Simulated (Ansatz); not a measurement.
# Four-centre ligand exchange

Start structure (SiNH6F, singlet), relaxed at PBE0-D4/def2-TZVP:

```tsv
atom	x (Å)	y (Å)	z (Å)
Si1	-1.0061	0.3970	-0.2762
N2	0.2314	-0.6914	0.3250
H3	-0.6962	0.6599	-1.7003
H4	-2.3818	-0.1623	-0.1734
H5	-0.9252	1.6339	0.5342
H6	1.7218	0.0858	0.1392
F7	2.5505	0.5463	0.0236
H8	0.1761	-0.9083	1.3125
H9	0.3296	-1.5608	-0.1847
```

The step: SiNH₅ ([NH2][SiH3]) + HF → SiH₃F ([F][SiH3]) + NH₃; bonds formed: Si1–F7, N2–H6; bonds broken: Si1–N2, H6–F7. Program: Ansatz 0.2.0. Basis: def2-TZVPP and def2-QZVPP. Cores are frozen in the correlated methods. Extrapolation: Hartree–Fock as exp(−7.88 √X), correlation as X^−2.97. Energies below are by CCSD(T) at an estimated basis limit (MP2 extrapolated from triple and quadruple zeta, plus CCSD(T) − MP2 in triple zeta).

Q: What are the electronic barrier and the energy of the step, from the start structure to the end structure? (An estimate is asked for; the value comes from the calculation.)

A: The calculation gives: Barrier 0.782 eV; step energy -0.587 eV (downhill); reverse barrier, their difference, 1.370 eV. Barrier and step energy count from the start structure, the reverse barrier from the end structure.

The saddle point: One imaginary mode of 618i cm⁻¹.
```csv
pair,start (Å),saddle (Å),end (Å)
Si1–F7,3.57,2.14,1.61
N2–H6,1.69,1.17,1.01
Si1–N2,1.75,1.86,2.81
H6–F7,0.96,1.26,2.87
```

Zero-point energy (harmonic, PBE0-D4): ZPE is 1.741 eV at the start and 1.710 eV at the saddle, so the barrier goes from 0.782 to 0.751 eV.

T1 diagnostic: at most 0.012.

Steps of this kind, hydrogen fluoride cutting a network bond, underlie vapour etching and the fluorination step of atomic layer etching.

Labels in which every atom is bracketed show which atoms are joined, not bond orders.

For scale, one of the runs: CCSD(T)/def2-TZVPP, 188 basis functions (an equivalent command: `ansatz run in.yaml --threads 2`). Hardware: 2 CPU threads, shared host. Wall time 45 s; peak host memory 2 GiB.
